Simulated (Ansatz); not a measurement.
`N=C(N)CO` → 2 C• + 6 H• + 2 N• + O•  (atomization)

Program: Ansatz. Geometries: PBE0-D4/def2-TZVP. ΔE: electronic, gas phase. CCSD(T)/CBS is the MP2 limit (def2-TZVPP, def2-QZVPP) plus CCSD(T) − MP2 in def2-TZVPP, frozen cores. This one scheme is used for every species, atoms too. For atomizations the MP2-based limit and the directly extrapolated one differ by several kJ/mol either way, and by 10 to 25 for some Ge, Se and Sn compounds, so smaller differences from it don't rank the levels. DFT in def2-TZVPP. HSE06 is defined as in plane-wave codes. Open shells (•) are unrestricted, without spin–orbit coupling. Spin–orbit coupling would lower the free atoms: a little for C, O. Each species was taken in one conformer, which may not be the lowest.

`N=C(N)CO`:

```xyz
11

N     1.816    0.393   -0.020
C     0.542    0.371   -0.031
N    -0.181    1.380   -0.579
C    -0.312   -0.700    0.620
O    -1.546   -0.921   -0.030
H     2.182   -0.430    0.450
H    -1.156    1.220   -0.762
H     0.312    2.064   -1.125
H     0.278   -1.620    0.699
H    -0.560   -0.374    1.633
H    -1.376   -1.384   -0.855
```

| level | ΔE (eV) | difference from CCSD(T)/CBS |
| --- | --- | --- |
| HSE06-D4 | 44.56 | 0.38 |
| ωB97X-V | 44.41 | 0.23 |
| B2PLYP | 43.86 | -0.32 |
| revPBE | 43.86 | -0.32 |
| r2SCAN | 44.15 | -0.03 |
| MP2/def2-SVP | 42.05 | -2.13 |
| HF/def2-TZVPP | 29.51 | -14.67 |
| SCS-MP2/def2-TZVPP | 43.55 | -0.63 |
| HF/CBS(def2) | 29.60 | -14.58 |
| CCSD/CBS(def2) | 43.34 | -0.84 |
| CCSD(T)/CBS | 44.18 | 0 |

Largest T1 diagnostic among the species: 0.013.

From r2SCAN to r2SCAN0 (25 % exact exchange), in def2-TZVPP and without D4, ΔE moves by −1.01 eV: exact exchange takes away binding that semilocal exchange gives to molecules. In def2-TZVPP, CCSD(T) changes the Hartree–Fock value by +13.27 eV (the triples alone add +0.84 eV) and MP2 by +14.18 eV; breaking electron pairs costs correlation energy, which Hartree–Fock lacks.
